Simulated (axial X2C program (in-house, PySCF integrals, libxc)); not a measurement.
**AlB⁻: properties at the nuclei**

Computed with an axial X2C code built on PySCF integrals: two-component X2C with atomic mean-field Coulomb and Gaunt terms, Gaussian nuclei, basis Al dyall-av3z, B dyall-av3z with contracted cores.

R = 2.078 Å (near the PBE0 minimum at charge -1 of the determinant lowest at the starting distance; the state shown can have its own minimum elsewhere).

Determinant lowest in the PBE0 search, Ω = 3/2 (⟨Sz⟩ = 1.50, ⟨Lz⟩ = 0.00 at PBE0), spin on the atoms Al 0.61, B 0.89:

| level | Eeff magnitude (GV/cm) | Ws magnitude Al (kHz) | Ws magnitude B (kHz) | A∥/gI Al (MHz) | qzz Al (a.u.) | A∥/gI B (MHz) | qzz B (a.u.) |
| --- | --- | --- | --- | --- | --- | --- | --- |
| PBE0 | 0.0242 | 0.00531 | 0.000969 | -39.2 | -0.77 | 11.3 | -0.17 |
| HF | 0.0446 | 0.00983 | 0.00158 | -24.5 | -1.06 | 32.4 | -0.20 |
| PBE50 | 0.0302 | 0.00669 | 0.00112 | -37.6 | -0.83 | 11.8 | -0.18 |
| B3LYP | 0.0165 | 0.00344 | 0.000899 | -26.8 | -0.76 | 21 | -0.19 |
| TPSSh | 0.0204 | 0.00437 | 0.000989 | -15 | -0.77 | 21 | -0.18 |

Determinant 0.72 eV from it at PBE0 and this distance, Ω = 1/2 (⟨Sz⟩ = 0.50, ⟨Lz⟩ = 0.00 at PBE0), spin on the atoms Al 0.13, B 0.37:

```tsv
level	Eeff magnitude (GV/cm)	Ws magnitude Al (kHz)	Ws magnitude B (kHz)	A∥/gI Al (MHz)	qzz Al (a.u.)	A∥/gI B (MHz)	qzz B (a.u.)
PBE0	0.00939	0.00497	0.00243	-39.6	-0.69	43.8	-0.22
HF	0.0204	0.0119	0.00394	44.5	-0.85	33.1	-0.25
PBE50	0.0151	0.00899	0.00276	-36.3	-0.73	37.2	-0.22
B3LYP	0.00547	0.00202	0.00241	-28.4	-0.70	60.6	-0.24
TPSSh	0.00413	0.000998	0.00245	-28.3	-0.66	58.6	-0.24
```

Eeff is the effective electric field on the electron electric dipole moment in this Ω state and Ws the scalar–pseudoscalar constant of the nucleus named (defined with the proton number Z and per Ω); A∥ (defined per Ω) follows by multiplying with gI = μI/(I μN); qzz is the electric field gradient, eQq0 = 234.96 MHz × Q/barn × qzz. The operators were transformed with the bare-nucleus X2C matrices; with these basis sets, hyperfine constants and field gradients can be off by tens of per cent, and where levels differ in sign neither size nor sign is settled.

Q: With Q(27Al) = 0.1466 barn, Q(11B) = 0.04059 barn (Q from Pyykkö, Mol. Phys. 2018), turn the PBE0 values of the first state into constants in MHz.

A: eQq0(27Al) = 234.96 × (0.1466) × (-0.77) = -26.5 MHz; eQq0(11B) = 234.96 × (0.04059) × (-0.17) = -1.62 MHz.

Each state is one determinant with collinear spin, which with several unpaired electrons need not be a pure state. Unrestricted Hartree–Fock can overshoot spin polarisation at the nuclei. For an anion, determinants above electron detachment, or with a positive highest level, are held by the basis set. This is the top spin component of a Σ state; components of lower Ω are not single determinants and can lie lower. With several open shells hyperfine constants can be off by a factor of several. Where Eeff spreads by more than a factor of two the levels disagree and none is to be relied on. States lie within half an eV, so the first need not be the ground state. Further determinants of the search, some of them spin-mixed, are not shown. Where a field gradient or hyperfine factor spreads by more than a factor of two over the levels, a constant derived from it is not to be relied on. PBE0 term energies can be off by some tenths of an eV.
